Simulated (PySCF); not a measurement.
**Spin-rotation constants: 3-methylpentane (CC(CC)CC, C6H14)**

Molfile (atoms numbered from 1):
```
C6H14
     RDKit          3D

 20 19  0  0  0  0  0  0  0  0999 V2000
   -2.5180    0.4435   -0.3388 C   0  0  0  0  0  0  0  0  0  0  0  0
   -1.0867    0.9607   -0.2463 C   0  0  0  0  0  0  0  0  0  0  0  0
   -0.0282   -0.1461   -0.1503 C   0  0  0  0  0  0  0  0  0  0  0  0
   -0.1880   -0.9576    1.1329 C   0  0  0  0  0  0  0  0  0  0  0  0
    1.3669    0.4866   -0.2406 C   0  0  0  0  0  0  0  0  0  0  0  0
    2.5027   -0.5264   -0.3330 C   0  0  0  0  0  0  0  0  0  0  0  0
   -2.8249   -0.0399    0.5849 H   0  0  0  0  0  0  0  0  0  0  0  0
   -3.2010    1.2690   -0.5278 H   0  0  0  0  0  0  0  0  0  0  0  0
   -2.6129   -0.2729   -1.1522 H   0  0  0  0  0  0  0  0  0  0  0  0
   -0.8773    1.5621   -1.1350 H   0  0  0  0  0  0  0  0  0  0  0  0
   -0.9946    1.6168    0.6226 H   0  0  0  0  0  0  0  0  0  0  0  0
   -0.1563   -0.8204   -1.0055 H   0  0  0  0  0  0  0  0  0  0  0  0
    0.5536   -1.7504    1.1820 H   0  0  0  0  0  0  0  0  0  0  0  0
   -1.1700   -1.4211    1.1757 H   0  0  0  0  0  0  0  0  0  0  0  0
   -0.0684   -0.3158    2.0036 H   0  0  0  0  0  0  0  0  0  0  0  0
    1.5239    1.1277    0.6301 H   0  0  0  0  0  0  0  0  0  0  0  0
    1.3989    1.1252   -1.1273 H   0  0  0  0  0  0  0  0  0  0  0  0
    2.6046   -1.0925    0.5892 H   0  0  0  0  0  0  0  0  0  0  0  0
    3.4444   -0.0139   -0.5179 H   0  0  0  0  0  0  0  0  0  0  0  0
    2.3262   -1.2239   -1.1492 H   0  0  0  0  0  0  0  0  0  0  0  0
  1  2  1  0
  2  3  1  0
  3  4  1  0
  3  5  1  0
  5  6  1  0
  1  7  1  0
  1  8  1  0
  1  9  1  0
  2 10  1  0
  2 11  1  0
  3 12  1  0
  4 13  1  0
  4 14  1  0
  4 15  1  0
  5 16  1  0
  5 17  1  0
  6 18  1  0
  6 19  1  0
  6 20  1  0
M  END
```

Method used: GIAO PBE/pcSseg-1 magnetisability, rotational g tensor and spin-rotation constants, non-relativistic, gas phase (PySCF 2.14.0). Geometry: GFN2-xTB.

Problem. Give the nuclear spin-rotation constants along the inertial axes (H = +C I·J) beside the isotropic shieldings.

Solution. Rotational constants 6.6470, 1.8754, 1.6151 GHz. A star marks the isotopologue with that one atom substituted, in its own axes.
| atom | isotope | Caa (kHz) | Cbb (kHz) | Ccc (kHz) | mean (kHz) | σ (ppm) |
| --- | --- | --- | --- | --- | --- | --- |
| H7 | 1H | -0.698 | 0.019 | -0.158 | -0.279 | 30.4 |
| H8 | 1H | -0.211 | -0.117 | -0.162 | -0.163 | 30.4 |
| H9 | 1H | -0.737 | -0.218 | 0.039 | -0.306 | 30.9 |
| H10 | 1H | -0.722 | 0.052 | -0.169 | -0.280 | 30.1 |
| H11 | 1H | -0.759 | -0.219 | 0.057 | -0.307 | 30.6 |
| H12 | 1H | -0.715 | -0.228 | 0.054 | -0.296 | 30.6 |
| H13 | 1H | -0.117 | -0.144 | -0.157 | -0.139 | 30.3 |
| H14 | 1H | -0.120 | -0.144 | -0.157 | -0.140 | 30.3 |
| H15 | 1H | -0.809 | -0.210 | 0.027 | -0.331 | 31.6 |
| H16 | 1H | -0.759 | -0.219 | 0.056 | -0.307 | 30.6 |
| H17 | 1H | -0.722 | 0.052 | -0.169 | -0.280 | 30.1 |
| H18 | 1H | -0.698 | 0.020 | -0.159 | -0.279 | 30.4 |
| H19 | 1H | -0.211 | -0.117 | -0.162 | -0.163 | 30.4 |
| H20 | 1H | -0.737 | -0.218 | 0.039 | -0.306 | 30.9 |
| C1 | 13C* | 0.919 | 0.291 | 0.219 | 0.476 | 167.5 |
| C2 | 13C* | 1.135 | 0.331 | 0.307 | 0.591 | 144.4 |
| C3 | 13C* | 1.159 | 0.419 | 0.279 | 0.619 | 137.8 |
| C4 | 13C* | 1.150 | 0.263 | 0.206 | 0.540 | 165.0 |

For the geometry as given, no vibrational averaging.

Problem. How do the rotational constants and the g tensor change when H7, H8, H9, H10, H11, H12, H13, H14, H15, H16, H17, H18, H19, H20 are replaced by deuterium?

Solution. Constants 4.6960, 1.4892, 1.2890 GHz; g 0.0085, 0.0004, 0.0005, against 0.0121, 0.0005, 0.0006 before.
